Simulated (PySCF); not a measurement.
How good is the calculation?

Atom-mapped SMILES (the numbers label the heavy atoms): `[CH3:1][CH2:2][C:3]#[N:4]`; H(Xn) means a hydrogen on atom n.

The experiment to reproduce: δ ¹³C C2 10.8; C1 10.6; δ ¹H H(C2) 2.35; H(C1) 1.31 ppm (measured; solution, not stated per compound (mostly CDCl3 or CCl4); Pretsch, Buehlmann, Badertscher, Structure Determination of Organic Compounds, 4th ed. (2009)).
δ ¹⁵N N4 -128.2 ppm (measured; solution, cyclohexane, 308 K; M. Witanowski et al., Magn. Reson. Chem. 27 (1989) 380). Coupling constants: ¹J(C2,H(C2)) 135.5 Hz, ³J(H(C2),H(C1)) 7.6 Hz.

- GFN2-xTB structure
- shielding tensors at PBE0/pcSseg-1 (GIAO)
- B3LYP/pcJ-1 coupling constants
- run in PySCF
- gas phase, equivalent nuclei averaged, non-relativistic, one computed conformer

**Question.** How close does the calculation come?

**Answer.** 
Reference values: measured (solution, not stated per compound (mostly CDCl3 or CCl4); Pretsch, Buehlmann, Badertscher, Structure Determination of Organic Compounds, 4th ed. (2009)).
| atoms | quantity | reference | computed | computed, scaled |
| --- | --- | --- | --- | --- |
| C2 | δ ¹³C | 10.8 | 11.8 | 9.4 |
| C1 | δ ¹³C | 10.6 | 14.0 | 11.5 |
| H(C2) | δ ¹H | 2.35 | 2.23 | 2.19 |
| H(C1) | δ ¹H | 1.31 | 1.32 | 1.34 |

Reference values: measured (solution, cyclohexane, 308 K; M. Witanowski et al., Magn. Reson. Chem. 27 (1989) 380).
```tsv
atoms	quantity	reference	computed	computed, scaled
N4	δ ¹⁵N vs neat liquid CH3NO2	-128.2	–	-120.3
```

Computed shifts are σ(ref) − σ with the named reference compound (TMS for H and C) calculated as an isolated molecule at the same level. The measured values may be among those fitted. Empirical linear scaling, fitted to shifts measured mostly in CDCl3 for H and C (δ vs TMS): ¹³C (scatter 2.1 ppm rms, 2.3 ppm with the 13 outliers that the fit left out); ¹H (scatter 0.17 ppm rms, 0.18 ppm with the 4 outliers that the fit left out); ¹⁵N (scatter 6.3 ppm rms vs CH3NO2, solution or neat liquid). A few per cent of atoms miss by over 2 rms, more outside the fitted compound classes.

Coupling constants in Hz:
| coupling | reference | computed | source |
| --- | --- | --- | --- |
| ¹J(C2,H(C2)) | 135.5 | 140.0 | measured; liquid or solution (compiled); T. W. Keal, PhD thesis, Durham 2005 (values of Maximoff, Peralta, Barone, Scuseria 2005) |
| ³J(H(C2),H(C1)) | 7.6 | 8.3 | measured; UCL NMR lecture notes, Spin-Spin Coupling (L3_3_97) |

**Question.** How far are the unscaled ¹³C shifts from the references?

**Answer.** Mean signed difference +2.20 ppm, mean absolute 2.20 ppm over 2 comparisons; the largest is +3.4 ppm at C1 (methyl carbon).

**Question.** How far are the unscaled ¹H shifts from the references?

**Answer.** Mean signed difference -0.06 ppm, mean absolute 0.07 ppm over 2 comparisons; the largest is -0.12 ppm at H(C2) (hydrogen on an sp3 CH2 α to a nitrile).

7 of the 17 published NMR values on file for this molecule are compared. The rest: values whose atom or origin is in doubt.

Unscaled 3J(H,H) at this level run about 10 % above measured values.
